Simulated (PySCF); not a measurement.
## How the method moves the HOMO and LUMO of fluoroacetonitrile

Compound: fluoroacetonitrile, C2H2FN.
Atom-mapped SMILES: `[N:1]#[C:2][CH2:3][F:4]` (hydrogens: H5, H6 on C3)

Geometry (PBE0-D3(BJ)/def2-SVP, Å), atoms numbered from 1 in this order:
```xyz
6
C2H2FN angstrom
N      1.3815   -0.5181   -1.5515
C      0.6344   -0.2534   -0.7100
C     -0.3115    0.0796    0.3593
F     -0.5975    1.4083    0.3692
H      0.1302   -0.2154    1.3262
H     -1.2371   -0.5010    0.2068
```

Basis pcSseg-2 throughout (PySCF), one geometry. Geometry: PBE0-D3(BJ)/def2-SVP; no solvent, vibrations or thermal averaging.

Question: How do the orbital energies, the gap and the dipole change with the method?

Answer: 
```
   method                    kind  HOMO (eV)  LUMO (eV)  gap (eV)  μ (D)  SCF cycles
     BLYP                     GGA      -8.33      -1.63      6.70   3.21          14
     OPBE                     GGA      -8.40      -1.60      6.80   3.18          14
    B97-D                     GGA      -8.43      -1.62      6.81   3.21          14
      PBE                     GGA      -8.44      -1.74      6.70   3.21          14
      KT2                     GGA      -8.45      -1.72      6.73   3.18          14
      KT3                     GGA      -8.50      -1.72      6.78   3.15          15
     BP86                     GGA      -8.53      -1.79      6.74   3.22          14
      LDA                     LDA      -8.60      -2.01      6.60   3.29          14
    B97-2           global hybrid      -9.60      -0.68      8.92   3.28          14
    B3LYP           global hybrid      -9.65      -0.93      8.72   3.29          14
     PBE0           global hybrid      -9.88      -0.63      9.25   3.30          14
 mPW1PW91           global hybrid      -9.91      -0.64      9.27   3.30          14
BHandHLYP           global hybrid     -11.18       0.40     11.58   3.39          13
CAM-B3LYP  range-separated hybrid     -11.34       0.43     11.78   3.34          14
  wB97X-D  range-separated hybrid     -11.79       1.27     13.05   3.33          14
  LC-wPBE  range-separated hybrid     -12.77       1.69     14.46   3.35          14
       HF            Hartree–Fock     -13.12       2.24     15.36   3.53          11
```

The HOMO spans 4.78 eV, from BLYP down to HF, and the gap runs from 6.60 eV (LDA) to 15.36 eV (HF). Over the methods BLYP (0 %), OPBE (0 %), B97-D (0 %), PBE (0 %), KT2 (0 %), KT3 (0 %), BP86 (0 %), LDA (0 %), B97-2 (21 %), B3LYP (20 %), PBE0 (25 %), mPW1PW91 (25 %), BHandHLYP (50 %), HF (100 %), a straight line through the gap against the share of exact exchange rises by 0.89 eV for each 10 % (correlation coefficient 0.997). The dipole ranges from 3.15 D (KT3) to 3.53 D (HF). This basis has no diffuse functions.

The vertical ΔSCF ionisation energy at PBE0/def2-SVPD is 12.54 eV; −ε(HOMO) comes closest to it with LC-wPBE (12.77 eV).
